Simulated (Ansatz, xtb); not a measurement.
## Two isomers of C5H12O

Structure I is `CC[C@@H](C)OC`, a singlet and structure II is `COC(C)(C)C`, a singlet. Both are isolated molecules in the gas phase, relaxed with PBE-D3(BJ)/def2-SVP; the shapes shown needn't be the lowest conformers.

I (Å):

```xyz
18

C     0.2883   -1.0635    1.5996
C    -0.6182    0.1595    1.4725
C    -0.8757    0.5789    0.0228
C    -1.8438    1.7604   -0.0776
C     0.4288    0.8735   -1.9545
O     0.3949    0.8871   -0.5499
H     1.2552   -0.8762    1.0933
H    -0.1714   -1.9568    1.1267
H     0.4923   -1.3122    2.6601
H    -0.1659    1.0280    1.9999
H    -1.5993   -0.0267    1.9593
H    -1.3134   -0.2957   -0.5268
H    -1.4349    2.6357    0.4672
H    -2.0198    2.0608   -1.1298
H    -2.8276    1.5019    0.3631
H     1.4771    1.0541   -2.2647
H     0.1017   -0.1108   -2.3731
H    -0.2077    1.6649   -2.4194
```

II (Å):

```xyz
18

C    -2.3814    1.7075    2.2593
C    -0.2741    0.7015    1.5581
C     0.5660    0.7690    0.2789
C     0.5286    1.2500    2.7500
C    -0.7237   -0.7456    1.8223
O    -1.4040    1.5476    1.2609
H    -3.1585    2.3772    1.8403
H    -1.9898    2.1829    3.1903
H    -2.8784    0.7511    2.5498
H     1.4808    0.1509    0.3688
H    -0.0273    0.4062   -0.5834
H     0.8612    1.8170    0.0741
H    -0.0391    1.1832    3.6998
H     1.4653    0.6735    2.8855
H     0.7947    2.3119    2.5763
H     0.1549   -1.4141    1.9186
H    -1.3088   -0.8343    2.7597
H    -1.3500   -1.1109    0.9839
```

Energies in hartree; the thermal terms are from GFN2-xTB frequencies at re-optimised GFN2-xTB minima (ideal gas, soft modes damped towards free rotors, one conformer each, 298.15 K, 1 atm) and include the zero-point energy:

```
                              I           II
E, CCSD(T)/def2-SVP  −271.992675  −271.994998
    E, MP2/def2-SVP  −271.887837  −271.890609
  E, MP2/def2-TZVPP  −272.402276  −272.406181
  zero-point energy     0.161447     0.160810
       H(298 K) − E     0.170716     0.170169
       G(298 K) − E     0.129156     0.129059
```

Task: Correct the CCSD(T) difference for the basis set by the MP2 change, then work out ΔE, ΔE₀, ΔH and ΔG for I → II in kcal/mol (1 Eh = 627.51 kcal/mol) and the equilibrium ratio [II]/[I].

Result: 1. Differences II − I: CCSD(T) −0.002323, MP2 in the small set −0.002772, MP2 in the large set −0.003905 Eh.
2. ΔE = −0.002323 + (−0.003905 − (−0.002772)) = −0.003456 Eh = −2.17 kcal/mol.
3. ΔE₀ = ΔE + ΔZPE = −0.003456 + (−0.000637) Eh = −2.57 kcal/mol.
4. ΔH = ΔE + (−0.000547) Eh = −2.51 kcal/mol.
5. ΔG = ΔE + (−0.000097) Eh = −2.23 kcal/mol, so ΔS = (ΔH − ΔG)/T = −4.0 J/(mol K).
6. kT = 0.9442 mEh, so K = [II]/[I] = exp(−ΔG/kT) = exp(+3.76) ≈ 43.

Structure II is favoured at this temperature. An error of 1 kcal/mol in ΔG would change K by a factor of 5.4. HF/STO-3G, HF/def2-SVP gave ΔE the other sign. Mirror images and further conformers aren't counted.

As drawn, both hold the same kinds of bond in the same numbers. Structure I has 3 methyl groups, II 4.

Other levels gave ΔE = −2.0 (GFN2-xTB); +0.5 (HF/STO-3G, GFN2-xTB geometries); −1.4 (r2SCAN-D4/def2-SVP, GFN2-xTB geometries); −0.5 (PBE-D3(BJ)/def2-SVP); +0.8 (HF/def2-SVP); −1.7 (MP2/def2-SVP); −1.5 (CCSD(T)/def2-SVP) kcal/mol. The correlated steps freeze 6 core orbitals. Programs: Ansatz 0.2.0, xtb 6.7.1.
